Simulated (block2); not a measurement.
**SiH3F (SMILES F[SiH3]): DMRG/STO-6G**

Aim: the energy change on altering one bond length of SiH3F at DMRG/STO-6G, from 2 runs. The job is set up through a Python script.

Program for the calculation: block2 0.5.4.

3 further runs of the same task are left out: 3 set aside as unsound or not needed.

**1. The molecule**

SiH3F: 5 atoms, total charge 0, spin state singlet. SMILES: `F[SiH3]`. The shape is that of a PBE0-D4/def2-TZVP optimisation.

Bond lengths: F1–Si2 1.600 Å, Si2–H3 1.482 Å, Si2–H4 1.482 Å, Si2–H5 1.482 Å. Angles: F1–Si2–H3 108.3°, F1–Si2–H4 108.3°, F1–Si2–H5 108.3°, H3–Si2–H4 110.6°, H3–Si2–H5 110.6°, H4–Si2–H5 110.6°.

**2. A single-point energy at DMRG/STO-6G**

Contents of block2_dmrg.py:

```python
import numpy as np
from pyscf import cc, dft, gto, mcscf, mp, scf
from pyblock2._pyscf.ao2mo import integrals as itg
from pyblock2.driver.core import DMRGDriver, SymmetryTypes

geom = """
F
Si 1 1.59994
H 2 1.481757 1 108.32834
H 2 1.48166 3 110.58575 1 118.57536
H 2 1.481652 4 110.58883 3 -122.84593
"""
mol = gto.M(
    atom=geom,
    basis="sto-6g",
    verbose=3,
    max_memory=2000,
)
print("nao = %d" % (mol.nao))
mf = scf.RHF(mol)
mf.conv_tol = 1e-10
mf.max_cycle = 200
mf.kernel()
if not mf.converged:
    mf = mf.newton().run(mf.mo_coeff, mf.mo_occ)
print("SCF energy = %.10f" % (mf.e_tot))
# MP2, CCSD and CCSD(T) with the same frozen core
ref = mf
pt = mp.MP2(ref, frozen=6).run()
mycc = cc.CCSD(ref, frozen=6)
mycc.max_cycle = 150
mycc.kernel()
print(f"E(MP2) = {pt.e_tot:.10f}")
if mycc.converged:
    print("CCSD total energy = %.10f" % (mycc.e_tot))
    print(f"CCSD(T) total energy = {mycc.e_tot + mycc.ccsd_t():.10f}")
    print(f"T1 diagnostic = {mycc.get_t1_diagnostic():.4f}")
# a few density functionals on the same geometry and basis
ks = dft.RKS(mol, xc="wb97x").set(conv_tol=1e-9, verbose=3).run()
if ks.converged:
    print("E(wB97X) = %.8f" % (ks.e_tot))
ks = dft.RKS(mol, xc="tpssh").set(conv_tol=1e-9, verbose=3).run()
if ks.converged:
    print("E(TPSSh) = %.8f" % (ks.e_tot))
ks = dft.RKS(mol, xc="hse06").set(conv_tol=1e-9, verbose=3).run()
if ks.converged:
    print(f"E(HSE06) = {ks.e_tot:.8f}")
ks = dft.RKS(mol, xc="lda,vwn5").set(conv_tol=1e-9, verbose=3).run()
if ks.converged:
    print(f"E(SVWN5) = {ks.e_tot:.8f}")
# rotate to MP2 natural orbitals
occ_no, mo = mcscf.addons.make_natural_orbitals(mp.MP2(mf, frozen=6).run())
mf.mo_coeff = mo
ncas, n_elec, spin, ecore, h1e, g2e, orb_sym = itg.get_rhf_integrals(mf, ncore=6, ncas=11, pg_symm=False, g2e_symm=1)
dmrg = DMRGDriver(scratch="./tmp", symm_type=SymmetryTypes.SU2, stack_mem=1500 << 20, n_threads=1)
# order the orbitals along the chain
idx = dmrg.orbital_reordering(h1e, g2e, method="gaopt")
print("orbital order:", idx.tolist())
h1e = h1e[np.ix_(idx, idx)]
g2e = g2e[np.ix_(idx, idx, idx, idx)]
orb_sym = np.array(orb_sym)[idx]
dmrg.initialize_system(n_sites=ncas, n_elec=n_elec, spin=spin, orb_sym=orb_sym)
mpo = dmrg.get_qc_mpo(h1e=h1e, g2e=g2e, ecore=ecore, iprint=0)
occs = np.array([1.8] * 7 + [0.2] * 4)[idx]
psi = dmrg.get_random_mps(tag="GS", bond_dim=25, nroots=1, occs=occs)
bond_dims = [25] * 2 + [50] * 3 + [100] * 3
noises = [0.0001] * 2 + [0.0001] * 3 + [1e-05] * 3 + [0]
thrds = [1e-07] * 8
e = dmrg.dmrg(mpo, psi, n_sweeps=14, tol=1e-06, bond_dims=bond_dims, noises=noises, thrds=thrds, iprint=1)
ms, dws, es = dmrg.get_dmrg_results()
print("max discarded weight = %.3e" % (dws[-1]))
print("E(final) = %.10f" % (e))
# FCI check
ci = mcscf.CASCI(mf, 11, (7, 7))
ci.fix_spin_(ss=0)
ci.fcisolver.conv_tol = 1e-10
ci.fcisolver.max_cycle = 200
ci.kernel()
print(f"FCI energy = {ci.e_tot:.10f}")
```

Launch:

```console
python block2_dmrg.py
```

The log of the run:

```text
nao = 17
converged SCF energy = -388.608771213513
SCF energy = -388.6087712135
E(RMP2) = -388.66431830462  E_corr = -0.0555470911072974
E(SCS-RMP2) = -388.672033574583  E_corr = -0.063262361069722
E(CCSD) = -388.6865485868349  E_corr = -0.07777737332193534
E(MP2) = -388.6643183046
CCSD total energy = -388.6865485868
CCSD(T) correction = -0.00173134941070857
CCSD(T) total energy = -388.6882799362
T1 diagnostic = 0.0084
converged SCF energy = -389.543718235782
E(wB97X) = -389.54371824
converged SCF energy = -389.60109452193
E(TPSSh) = -389.60109452
converged SCF energy = -389.37842549197
E(HSE06) = -389.37842549
converged SCF energy = -387.663472421175
E(SVWN5) = -387.66347242
E(RMP2) = -388.66431830462  E_corr = -0.0555470911072974
E(SCS-RMP2) = -388.672033574583  E_corr = -0.063262361069722
orbital order: [9, 5, 4, 10, 3, 7, 8, 6, 2, 0, 1]

Sweep =    0 | Direction =  forward | Bond dimension =   25 | Noise =  1.00e-04 | Dav threshold =  1.00e-07
Time elapsed =      0.217 | E =    -388.6603760843 | DW = 3.09680e-06

Sweep =    1 | Direction = backward | Bond dimension =   25 | Noise =  1.00e-04 | Dav threshold =  1.00e-07
Time elapsed =      0.541 | E =    -388.6850709463 | DE = -2.47e-02 | DW = 6.72868e-05

Sweep =    2 | Direction =  forward | Bond dimension =   50 | Noise =  1.00e-04 | Dav threshold =  1.00e-07
Time elapsed =      1.227 | E =    -388.6883479064 | DE = -3.28e-03 | DW = 9.59421e-06

Sweep =    3 | Direction = backward | Bond dimension =   50 | Noise =  1.00e-04 | Dav threshold =  1.00e-07
Time elapsed =      2.112 | E =    -388.6885450860 | DE = -1.97e-04 | DW = 2.19474e-05

Sweep =    4 | Direction =  forward | Bond dimension =   50 | Noise =  1.00e-04 | Dav threshold =  1.00e-07
Time elapsed =      2.974 | E =    -388.6885999222 | DE = -5.48e-05 | DW = 2.23642e-05

Sweep =    5 | Direction = backward | Bond dimension =  100 | Noise =  1.00e-05 | Dav threshold =  1.00e-07
Time elapsed =      4.308 | E =    -388.6886800115 | DE = -8.01e-05 | DW = 7.78646e-07

Sweep =    6 | Direction =  forward | Bond dimension =  100 | Noise =  1.00e-05 | Dav threshold =  1.00e-07
Time elapsed =      5.943 | E =    -388.6887001412 | DE = -2.01e-05 | DW = 1.73077e-06

Sweep =    7 | Direction = backward | Bond dimension =  100 | Noise =  1.00e-05 | Dav threshold =  1.00e-07
Time elapsed =      7.643 | E =    -388.6887033000 | DE = -3.16e-06 | DW = 1.73276e-06

Sweep =    8 | Direction =  forward | Bond dimension =  100 | Noise =  0.00e+00 | Dav threshold =  1.00e-07
Time elapsed =      9.146 | E =    -388.6887033962 | DE = -9.62e-08 | DW = 1.58812e-06

max discarded weight = 1.588e-06
E(final) = -388.6887033962
CASCI E = -388.688706742761  E(CI) = -47.6136049490827  S^2 = 0.0000000
FCI energy = -388.6887067428
```

Wall time 37 s (1 thread of Intel Xeon at 2.50GHz (Skylake/Cascade Lake), shared host); peak memory 0.31 GiB.

**3. The distorted shape: the energy at DMRG/STO-6G**

Contents of run_dmrg.py:

```python
import numpy as np
from pyscf import cc, dft, gto, mcscf, mp, scf
from pyblock2._pyscf.ao2mo import integrals as itg
from pyblock2.driver.core import DMRGDriver, SymmetryTypes

geom = """
F     -1.47638822     0.70064242     4.82566510
Si     1.01408184     0.35652329     3.14626550
H     -0.69504127    -0.36396125    -2.72819761
H      2.38470020    -1.90850244     4.05768041
H      2.59616055     2.64819416     3.43747229
"""
mol = gto.M(
    atom=geom,
    basis="sto-6g",
    unit="bohr",
    verbose=3,
    max_memory=2000,
)
print("nao: %d" % (mol.nao))
mf = scf.RHF(mol)
mf.conv_tol = 1e-10
mf.max_cycle = 200
mf.kernel()
if not mf.converged:
    mf = mf.newton().run(mf.mo_coeff, mf.mo_occ)
print(f"reference energy: {mf.e_tot:.10f}")
# single-reference ladder for comparison
ref = mf
pt = mp.MP2(ref, frozen=6).run()
mycc = cc.CCSD(ref, frozen=6)
mycc.max_cycle = 150
mycc.kernel()
print("E(MP2): %.10f" % (pt.e_tot))
if mycc.converged:
    print("CCSD total energy: %.10f" % (mycc.e_tot))
    print(f"CCSD(T) total energy: {mycc.e_tot + mycc.ccsd_t():.10f}")
    print("T1: %.4f" % (mycc.get_t1_diagnostic()))
# a few density functionals on the same geometry and basis
ks = dft.RKS(mol, xc="wb97x").set(conv_tol=1e-9, verbose=3).run()
if ks.converged:
    print("E(wB97X): %.8f" % (ks.e_tot))
ks = dft.RKS(mol, xc="tpssh").set(conv_tol=1e-9, verbose=3).run()
if ks.converged:
    print(f"E(TPSSh): {ks.e_tot:.8f}")
ks = dft.RKS(mol, xc="hse06").set(conv_tol=1e-9, verbose=3).run()
if ks.converged:
    print("E(HSE06): %.8f" % (ks.e_tot))
ks = dft.RKS(mol, xc="lda,vwn5").set(conv_tol=1e-9, verbose=3).run()
if ks.converged:
    print(f"E(SVWN5): {ks.e_tot:.8f}")
# natural orbitals of MP2 give a compact matrix product state
occ_no, mo = mcscf.addons.make_natural_orbitals(mp.MP2(mf, frozen=6).run())
mf.mo_coeff = mo
ncas, n_elec, spin, ecore, h1e, g2e, orb_sym = itg.get_rhf_integrals(mf, ncore=6, ncas=11, pg_symm=False, g2e_symm=1)
dmrg = DMRGDriver(scratch="./tmp", symm_type=SymmetryTypes.SU2, stack_mem=1500 << 20, n_threads=1)
# order the orbitals along the chain
idx = dmrg.orbital_reordering(h1e, g2e, method="fiedler")
print("orbital order:", idx.tolist())
h1e = h1e[np.ix_(idx, idx)]
g2e = g2e[np.ix_(idx, idx, idx, idx)]
orb_sym = np.array(orb_sym)[idx]
dmrg.initialize_system(n_sites=ncas, n_elec=n_elec, spin=spin, orb_sym=orb_sym)
mpo = dmrg.get_qc_mpo(h1e=h1e, g2e=g2e, ecore=ecore, iprint=1)
psi = dmrg.get_random_mps(tag="GS", bond_dim=50, nroots=1)
bond_dims = [50] * 3 + [100] * 4
noises = [0.0001] * 3 + [1e-05] * 4 + [0]
thrds = [1e-09] * 7
e = dmrg.dmrg(mpo, psi, n_sweeps=13, tol=1e-07, bond_dims=bond_dims, noises=noises, thrds=thrds, iprint=1)
ms, dws, es = dmrg.get_dmrg_results()
print("discarded weight: %.3e" % (dws[-1]))
print(f"E(final): {e:.10f}")
dm1 = dmrg.get_1pdm(psi)
print("occupation numbers:", np.round(np.linalg.eigvalsh(dm1)[::-1], 5).tolist())
c_act = mf.mo_coeff[:, 6:17][:, idx]
dm_ao = c_act @ dm1 @ c_act.T + 2 * mf.mo_coeff[:, :6] @ mf.mo_coeff[:, :6].T
print("dipole moment (debye):", np.round(scf.hf.dip_moment(mol, dm_ao, verbose=0), 4).tolist())
print("largest bipartite entropy: %.4f" % (max(dmrg.get_bipartite_entanglement(psi))))
csf, coef = dmrg.get_csf_coefficients(psi, cutoff=0.05, iprint=1)
print("c0^2: %.4f" % (np.max(np.abs(coef)) ** 2))
# FCI check
ci = mcscf.CASCI(mf, 11, (7, 7))
ci.fix_spin_(ss=0)
ci.fcisolver.conv_tol = 1e-10
ci.fcisolver.max_cycle = 200
ci.kernel()
print("FCI energy: %.10f" % (ci.e_tot))
```

Launch:

```console
python run_dmrg.py
```

The log of the run:

```text
nao: 17
converged SCF energy = -388.274238068189
reference energy: -388.2742380682
E(RMP2) = -388.426569641034  E_corr = -0.152331572844591
E(SCS-RMP2) = -388.450460447637  E_corr = -0.176222379447936
E(CCSD) = -388.5007674465406  E_corr = -0.2265293783515665
E(MP2): -388.4265696410
CCSD total energy: -388.5007674465
CCSD(T) correction = -0.0117276652855093
CCSD(T) total energy: -388.5124951118
T1: 0.0353
converged SCF energy = -389.26634815034
E(wB97X): -389.26634815
converged SCF energy = -389.362862137091
E(TPSSh): -389.36286214
converged SCF energy = -389.129816941541
E(HSE06): -389.12981694
converged SCF energy = -387.438875544051
E(SVWN5): -387.43887554
E(RMP2) = -388.426569641034  E_corr = -0.152331572844591
E(SCS-RMP2) = -388.450460447637  E_corr = -0.176222379447936
orbital order: [6, 7, 9, 10, 4, 3, 8, 5, 2, 0, 1]
integral symmetrize error =  0.0
integral cutoff error =  0.0
mpo terms =       8785

Build MPO | Nsites =    11 | Nterms =       8785 | Algorithm = FastBIP | Cutoff = 1.00e-20
 Site =     0 /    11 .. Mmpo =    14 DW = 0.00e+00 NNZ =       14 SPT = 0.0000 Tmvc = 0.002 T = 0.006
 Site =     1 /    11 .. Mmpo =    44 DW = 0.00e+00 NNZ =      197 SPT = 0.6802 Tmvc = 0.002 T = 0.008
 Site =     2 /    11 .. Mmpo =    66 DW = 0.00e+00 NNZ =      388 SPT = 0.8664 Tmvc = 0.003 T = 0.009
 Site =     3 /    11 .. Mmpo =    96 DW = 0.00e+00 NNZ =      650 SPT = 0.8974 Tmvc = 0.003 T = 0.010
 Site =     4 /    11 .. Mmpo =   134 DW = 0.00e+00 NNZ =      927 SPT = 0.9279 Tmvc = 0.003 T = 0.011
 Site =     5 /    11 .. Mmpo =   134 DW = 0.00e+00 NNZ =     4049 SPT = 0.7745 Tmvc = 0.003 T = 0.018
 Site =     6 /    11 .. Mmpo =    96 DW = 0.00e+00 NNZ =      922 SPT = 0.9283 Tmvc = 0.001 T = 0.006
 Site =     7 /    11 .. Mmpo =    66 DW = 0.00e+00 NNZ =      648 SPT = 0.8977 Tmvc = 0.001 T = 0.004
 Site =     8 /    11 .. Mmpo =    44 DW = 0.00e+00 NNZ =      389 SPT = 0.8660 Tmvc = 0.000 T = 0.003
 Site =     9 /    11 .. Mmpo =    14 DW = 0.00e+00 NNZ =      195 SPT = 0.6834 Tmvc = 0.000 T = 0.001
 Site =    10 /    11 .. Mmpo =     1 DW = 0.00e+00 NNZ =       14 SPT = 0.0000 Tmvc = 0.000 T = 0.000
Ttotal =      0.077 Tmvc-total = 0.019 MPO bond dimension =   134 MaxDW = 0.00e+00
NNZ =         8393 SIZE =        63424 SPT = 0.8677

Rank =     0 Ttotal =      0.079 MPO method = FastBipartite bond dimension =     134 NNZ =         8393 SIZE =        63424 SPT = 0.8677

Sweep =    0 | Direction =  forward | Bond dimension =   50 | Noise =  1.00e-04 | Dav threshold =  1.00e-09
Time elapsed =      1.149 | E =    -388.4571339866 | DW = 1.77872e-06

Sweep =    1 | Direction = backward | Bond dimension =   50 | Noise =  1.00e-04 | Dav threshold =  1.00e-09
Time elapsed =      2.075 | E =    -388.5110597502 | DE = -5.39e-02 | DW = 2.25673e-05

Sweep =    2 | Direction =  forward | Bond dimension =   50 | Noise =  1.00e-04 | Dav threshold =  1.00e-09
Time elapsed =      2.910 | E =    -388.5112361349 | DE = -1.76e-04 | DW = 4.04272e-05

Sweep =    3 | Direction = backward | Bond dimension =  100 | Noise =  1.00e-05 | Dav threshold =  1.00e-09
Time elapsed =      4.329 | E =    -388.5113963727 | DE = -1.60e-04 | DW = 7.52086e-07

Sweep =    4 | Direction =  forward | Bond dimension =  100 | Noise =  1.00e-05 | Dav threshold =  1.00e-09
Time elapsed =      6.136 | E =    -388.5114203324 | DE = -2.40e-05 | DW = 3.15214e-06

Sweep =    5 | Direction = backward | Bond dimension =  100 | Noise =  1.00e-05 | Dav threshold =  1.00e-09
Time elapsed =      7.932 | E =    -388.5114285822 | DE = -8.25e-06 | DW = 3.13775e-06

Sweep =    6 | Direction =  forward | Bond dimension =  100 | Noise =  1.00e-05 | Dav threshold =  1.00e-09
Time elapsed =      9.706 | E =    -388.5114286531 | DE = -7.09e-08 | DW = 3.51489e-06

Sweep =    7 | Direction = backward | Bond dimension =  100 | Noise =  0.00e+00 | Dav threshold =  1.00e-08
Time elapsed =     11.290 | E =    -388.5114287680 | DE = -1.15e-07 | DW = 3.03987e-06

Sweep =    8 | Direction =  forward | Bond dimension =  100 | Noise =  0.00e+00 | Dav threshold =  1.00e-08
Time elapsed =     12.887 | E =    -388.5114287761 | DE = -8.11e-09 | DW = 3.04346e-06

discarded weight: 3.043e-06
E(final): -388.5114287761
occupation numbers: [1.99961, 1.9955, 1.98916, 1.98288, 1.96757, 1.96592, 1.23182, 0.77629, 0.03702, 0.02728, 0.02695]
dipole moment (debye): [0.3094, -0.1225, -0.7946]
largest bipartite entropy: 0.7893
mps center changed (temporarily)
DTRIE T =      0.002
Number of CSF =          4 (cutoff =      0.05)
Sum of weights of included CSF =    0.948330691363382

CSF          0 20002202222  =   -0.755009992833584
CSF          1 02002202222  =    0.595295792187798
CSF          2 +-002202222  =   -0.145046612302634
CSF          3 20002220222  =    0.053619046502570
c0^2: 0.5700
CASCI E = -388.511430264978  E(CI) = -45.9180787298341  S^2 = 0.0000000
FCI energy: -388.5114302650
```

Wall time 54 s (1 thread of Intel Xeon at 2.50GHz (Skylake/Cascade Lake), shared host); peak memory 0.31 GiB.

**4. Results**

Level: DMRG/STO-6G, 6 core orbitals frozen.

| quantity | value |
| --- | --- |
| run 1, DMRG/STO-6G: total energy | -388.68870 Eh |
| run 1, DMRG/STO-6G: T1 diagnostic of the CCSD step | 0.008 |
| distorted shape: total energy | -388.51143 Eh |
| distorted shape: dipole moment (of the density that the program reports) | 0.86 D |
| distorted shape: T1 diagnostic of the CCSD step | 0.035 |
| energy change with the Si2–H3 bond stretched from 1.482 to 3.260 Å | 4.824 eV |

What this shows: With the Si2–H3 bond stretched from 1.482 to 3.260 Å the energy rises by 4.82 eV (465 kJ/mol). The first shape isn't relaxed at this level, so the change isn't measured from a minimum. The minimal basis adds a large error of its own. The T1 diagnostic (distorted shape) of 0.035 is above the customary mark for such species, so a single reference may not serve.
